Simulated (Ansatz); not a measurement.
Relaxation of AlFH$_{2}$S (5 atoms, charge 0, multiplicity 1), to a largest force component of 0.015 eV/Å in at most 40 steps.

Level of theory: Ansatz 0.2.0, RKS PBE-D4/def2-SVP.

```xyz
5
Properties=species:S:1:pos:R:3
F -1.250 -1.208 1.266
Al -0.539 -0.344 -0.156
S 1.665 0.052 -0.182
H -1.359 0.128 -1.398
H 1.534 1.298 0.428
```

Where does it end, and by what steps?

It converged. After 5 steps the energy has fallen by 0.271 eV; F1 moved furthest, 0.18 Å.

```csv
step,energy less start (eV),largest force component (eV/Å),accepted
0,0.0000,2.236,yes
1,-0.2100,1.219,yes
2,-0.2641,0.202,yes
3,-0.2706,0.051,yes
4,-0.2709,0.021,yes
5,-0.2709,0.011,yes
```

```xyz
5
Properties=species:S:1:pos:R:3
F -1.181 -1.095 1.148
Al -0.478 -0.326 -0.168
S 1.700 0.034 -0.140
H -1.466 0.073 -1.342
H 1.475 1.240 0.461
```

Time of the run: 4.5 s on 1 CPU thread of a shared host.
